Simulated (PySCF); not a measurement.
# Removing an electron from mu-NH2-B2H5

Compound: mu-NH2-B2H5.
Cartesian coordinates in Å at the PBE0-D3(BJ)/def2-SVP level; atoms count from 1:
```
atom  x, y, z in Å
B1     0.5849    0.7123   -0.3897
N2    -0.7196    0.4005    0.3860
B3    -0.0863   -0.9893    0.1227
H4     1.0068   -0.5603   -0.5411
H5     0.4055    1.0825   -1.5258
H6     1.4520    1.2188    0.2816
H7    -0.7558    0.7041    1.3528
H8    -1.5894    0.5997   -0.0957
H9     0.3742   -1.5151    1.1081
H10   -0.6723   -1.6533   -0.6990
```

Level: PBE0/def2-SVPD (PySCF). Frontier orbitals with their largest atomic shares (Löwdin; up to four atoms above 4 %):

```tsv
orbital	ε (eV)	main atoms
HOMO−3	-9.85	N2 38 %, B3 16 %, B1 16 %, H9 6 %
HOMO−2	-9.58	B1 25 %, B3 24 %, H4 15 %, H6 8 %
HOMO−1	-9.52	B1 20 %, B3 20 %, N2 10 %, H5 10 %
HOMO	-8.80	?
LUMO	0.16	H7 19 %, H8 19 %, B3 18 %, B1 18 %
LUMO+1	1.00	B1 28 %, B3 28 %, H10 7 %, H6 7 %
LUMO+2	1.29	B3 25 %, B1 25 %, H4 12 %, N2 8 %
```

What vertical ionisation energy does ΔSCF give, and how far is −ε(HOMO) from it?

ΔSCF: 11.15 eV (1076 kJ/mol; threshold wavelength 111 nm); ⟨S²⟩ of the doublet left behind is 0.756, against 0.75 for a pure doublet. −ε(HOMO) is 8.80 eV, 2.35 eV below it. For the exact functional −ε(HOMO) would equal the first vertical ionisation energy; PBE0 (global hybrid, 25 % exact exchange) falls short of its own ΔSCF value by 21 %. Holes in the HOMO−1 and HOMO−2 were tried too where these lie within 1.2 eV of the HOMO; the lowest converged state counts.

On which atoms does the HOMO lie?

B3 (boron bonded to N and 3 H) 24 %, B1 (boron bonded to N and 3 H) 24 %, H9 (hydrogen on boron) 12 %, H5 (hydrogen on boron) 12 %, so no atom holds as much as 40 %. The HOMO−1 lies 0.72 eV lower.

How many of the 10 lowest singlet excitations (vertical TDDFT, same level) lie below the ionisation energy?

All 10; they run from 7.75 to 9.44 eV.

Shift the occupied levels rigidly so that −ε(HOMO) equals the ΔSCF value. What binding energies result?

The shift is +2.35 eV: HOMO 11.15, HOMO−1 11.87, HOMO−2 11.93, HOMO−3 12.20 eV. A rigid shift is only a rough guide to the deeper ionisations.

One conformer (not necessarily the lowest) at the PBE0-D3(BJ)/def2-SVP geometry, without solvent, vibrations or thermal averaging.
